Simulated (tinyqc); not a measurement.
Inside a calculation (part 2 of 2). Method: RKS/B3LYP (VWN-RPA form) in the sto-6g basis, for LiH, spin multiplicity 1. Computed by tinyqc, a small Python program that keeps every step (integrals from PySCF). Command: `OMP_NUM_THREADS=1 python tinyqc.py 24937 24938 out.jsonl` (the two numbers bound the seeds that draw the settings). One thread of a shared host (Intel(R) Xeon(R) Processor @ 2.60GHz), about 0.9 s of CPU time with the checks.

Geometry (angstrom):
```
atom         x         y         z
Li    0.000000  0.000000  0.000000
H     0.000000  0.000000  1.376000
```

## Populations, bond orders and dipole

D after iteration 7, lower triangle:
```
            1Li 1s    1Li 2s   1Li 2px   1Li 2py   1Li 2pz     2H 1s
1Li 1s    2.033438
1Li 2s   -0.100004  0.394519
1Li 2px   0.000000  0.000000  0.000000
1Li 2py   0.000000  0.000000  0.000000  0.000000
1Li 2pz  -0.140522  0.292217  0.000000  0.000000  0.218642
2H 1s    -0.192657  0.487531  0.000000  0.000000  0.363396  0.604848
```

overlap S, lower triangle:
```
           1Li 1s    1Li 2s   1Li 2px   1Li 2py   1Li 2pz     2H 1s
1Li 1s   1.000000
1Li 2s   0.235742  1.000000
1Li 2px  0.000000  0.000000  1.000000
1Li 2py  0.000000  0.000000  0.000000  1.000000
1Li 2pz  0.000000  0.000000  0.000000  0.000000  1.000000
2H 1s    0.109720  0.452771  0.000000  0.000000  0.545547  1.000000
```

Mulliken: Z minus the diagonal of D S on the atom; Loewdin: the same with S^(1/2) D S^(1/2); Mayer order: 2 sum_s sum (D(s) S)_ij (D(s) S)_ji over the two atoms.

Charges (e):
```
atom   Mulliken    Loewdin
1Li    0.002699  -0.000558
2H    -0.002699   0.000558
```

Mayer bond orders:
```
pair     order
2-1   0.999993
```

dipole moment about the origin, x y z (debye): 0.000000  0.000000  -4.770932
